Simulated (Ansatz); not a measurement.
## ClH4PSi, SMILES P[SiH2]Cl: a ladder of basis sets, step by step

Program: Ansatz 0.2.0, Python API.

Notebook, run cell by cell (the value of a cell's last expression is shown):

In [1]:
```python
import ansatz

geometry_ang = [
    ("P", (-1.392, 0.1557, -0.2672)),
    ("Si", (0.6184, -0.0291, 0.4818)),
    ("Cl", (0.7921, -1.8637, 1.338)),
    ("H", (-1.2721, -0.735, -1.3286)),
    ("H", (-1.2019, 1.3176, -1.1203)),
    ("H", (0.915, 1.029, 1.4983)),
    ("H", (1.6017, 0.0575, -0.6477)),
]
mol = ansatz.Crystal.molecule()
for symbol, xyz in geometry_ang:
    mol = mol.atom(symbol, xyz)
```

In [2]:
```python
job = mol.calculation().correlation("MP2")
```

In [3]:
```python
energies = {}
for basis in ["cc-pVDZ", "cc-pVTZ"]:
    data = job.basis(gaussian=basis).run(threads=1).report
    size = data["n_frozen"] + data["n_occupied"][0] + data["n_virtual"][0]
    energies[basis] = (data["reference_energy_ev"] / 27.211386246, data["free_energy_ev"] / 27.211386246)
    print(f"{basis:14s} {size:4d} orbitals  reference {energies[basis][0]:14.6f} Ha  total {energies[basis][1]:14.6f} Ha")
```
```text
cc-pVDZ          74 orbitals  reference   -1091.544469 Ha  total   -1091.901944 Ha
cc-pVTZ         158 orbitals  reference   -1091.595900 Ha  total   -1092.065914 Ha
```

In [4]:
```python
# correlation energy at the basis limit from E(X) = E + A / X^3
small, large = (energies[b][1] - energies[b][0] for b in ("cc-pVDZ", "cc-pVTZ"))
limit = (3 ** 3 * large - 2 ** 3 * small) / (3 ** 3 - 2 ** 3)
print(f"correlation energy: {small:.6f} and {large:.6f} Ha, extrapolated {limit:.6f} Ha")
print(f"share caught by the larger set: {100 * large / limit:.1f} %")
```
```text
correlation energy: -0.357475 and -0.470014 Ha, extrapolated -0.517399 Ha
share caught by the larger set: 90.8 %
```

Against cc-pVDZ: cc-pVTZ -164.0 mHa. The last step alone is -163.97 mHa. From the first set to the last the time grows from 0.6 to 2.1 s.

What to keep in mind:
- The drop along the ladder measures the basis error, and is no property of the molecule.
- The geometry is a force-field or estimated start, not a minimum of this method, and the last set is no limit. Much of the fall in a total is atomic energy, which cancels in bond and reaction energies.
- Inner cores stay frozen, so this is valence correlation.
- For Al to Cl the sets with a tight d function, cc-pV(X+d)Z, are usual.
- An extrapolation from small basis sets is rough.
- Timing: 3.1 s on 1 thread of Intel(R) Xeon(R) Platinum 8488C (Sapphire Rapids), on a shared host, peak memory 0.33 GiB.

(Lines on the test bed's own set-up are left out of the output.)
